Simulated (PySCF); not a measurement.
**chlorine fluoride: proton affinities at several levels**

Structure: `FCl` (ClF). Numbering: `[F:1][Cl:2]`

All levels share the PBE0-D3(BJ)/def2-SVP structures and the PBE0-D3(BJ)/def2-SVP thermal terms; only the single-point energies (PySCF) change. Values are proton affinities (298 K, kJ/mol).

| level | Cl2 | F1 |
| --- | --- | --- |
| PBE0-D3(BJ)/6-31G | 396 | 480 |
| PBE0-D3(BJ)/def2-SV(P) | 467 | 453 |
| PBE0-D3(BJ)/6-31+G* | 470 | 449 |
| PBE0-D3(BJ)/ma-def2-SVP | 476 | 462 |
| PBE0-D3(BJ)/6-311+G** | 484 | 472 |
| PBE0-D3(BJ)/pcseg-1 | 485 | 462 |
| PBE0-D3(BJ)/6-31G* | 486 | 472 |
| PBE0-D3(BJ)/def2-SVPD | 488 | 467 |
| PBE0-D3(BJ)/aug-pcseg-1 | 490 | 466 |
| LDA/def2-TZVP | 492 | 444 |
| M06-2X/def2-TZVP (grid 3) | 492 | 468 |
| PBE0-D3(BJ)/aug-cc-pVDZ | 493 | 469 |
| PBE0-D3(BJ)/def2-SVP | 493 | 487 |
| PBE0-D3(BJ)/cc-pVDZ | 496 | 485 |
| CAM-B3LYP-D3(BJ)/def2-TZVP | 496 | 467 |
| HF/def2-TZVP | 497 | 487 |
| BHandHLYP/def2-TZVP | 499 | 473 |
| ωB97M-D3(BJ)/def2-TZVP (grid 3) | 501 | 473 |
| PBE0-D3(BJ)/6-311++G(2d,2p) | 501 | 472 |
| B3LYP-D3(BJ)/def2-TZVP | 506 | 475 |
| PBE0-D3(BJ)/aug-cc-pVTZ | 508 | 473 |
| LC-ωPBE/def2-TZVP | 508 | 470 |
| PBE0-D3(BJ)/pcseg-2 | 508 | 471 |
| M06/def2-TZVP (grid 3) | 509 | 482 |
| PBE0-D3(BJ)/ma-def2-TZVP | 509 | 466 |
| HSE06/def2-TZVP | 510 | 468 |
| PBE0-D3(BJ)/def2-TZVPD | 510 | 468 |
| BLYP-D3(BJ)/def2-TZVP | 510 | 477 |
| PBE0-D3(BJ)/aug-cc-pVQZ | 511 | 474 |
| PBE0-D3(BJ)/cc-pVTZ | 511 | 478 |
| ωB97X-D3(BJ)/def2-TZVP | 511 | 476 |
| PBE0-D3(BJ)/jun-cc-pV(T+d)Z | 512 | 470 |
| PBE0-D3(BJ)/def2-TZVP | 512 | 469 |
| r2SCAN-D3(BJ)/def2-TZVP (grid 3) | 513 | 464 |
| PBE0-D3(BJ)/def2-QZVPPD | 514 | 472 |
| PBE0-D3(BJ)/def2-TZVPP | 514 | 474 |
| PBE0-D3(BJ)/def2-QZVP | 514 | 473 |
| PBE-D3(BJ)/def2-TZVP | 516 | 470 |
| BP86-D3(BJ)/def2-TZVP | 516 | 473 |
| TPSSh-D3(BJ)/def2-TZVP (grid 3) | 517 | 475 |
| B97-2/def2-TZVP | 519 | 477 |
| TPSS-D3(BJ)/def2-TZVP (grid 3) | 519 | 476 |
| M06-L/def2-TZVP (grid 3) | 523 | 475 |
| OPBE/def2-TZVP | 537 | 477 |

Hartree-Fock leaves out electron correlation, so its proton affinities can be off by tens of kJ/mol.

The widest spread is that of Cl2: 142 kJ/mol, from 396 to 537.

Caveats: a form with the proton bridging the bond wasn't tried and may lie lower.

Differences come from unrounded values, so a last digit can differ from that of the printed terms.
